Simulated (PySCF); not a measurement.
# C5H12S (methyl isobutyl sulfide): the cost of one run

Computed with PySCF 2.14.0 and routines of our own; the level stands in each step. Atoms count from 0.

## 1. The starting structure

18 atoms, charge 0, multiplicity 1; geometry from: GFN2-xTB.

## 2. Relaxing the molecule at PBE0-D3(BJ)/def2-SVP

Job settings and geometry (Å):

```
{"job": {"xc": "PBE0", "basis": "def2-SVP", "d3": "d3bj", "grid": 2, "kind": "geom"}, "charge": 0, "multiplicity": 1}
C      2.701408     0.083618     0.381450
S      1.545162     1.482165     0.343450
C      0.220595     0.784733    -0.695080
C     -0.605936    -0.303482    -0.015770
C     -1.629348    -0.852139    -1.008790
C     -1.301506     0.239749     1.227974
H      2.897999    -0.249341    -0.633750
H      3.615521     0.450434     0.835881
H      2.292234    -0.724587     0.980488
H     -0.410291     1.637344    -0.946164
H      0.689079     0.411623    -1.607227
H      0.061395    -1.120779     0.280295
H     -2.312571    -0.064684    -1.320299
H     -2.209956    -1.648471    -0.549030
H     -1.137684    -1.251147    -1.893661
H     -1.839666    -0.553659     1.741168
H     -2.010631     1.017762     0.952903
H     -0.574562     0.667179     1.914507
```

Launch:

```bash
$ OMP_NUM_THREADS=1 python excited_run.py task.json out
```

This one command runs all jobs of the session in turn.

Q: Estimate the wall time and peak memory of this first job on 1 thread of Arm Neoverse V1, shared host.

About 41 s, with a peak of 0.73 GiB.
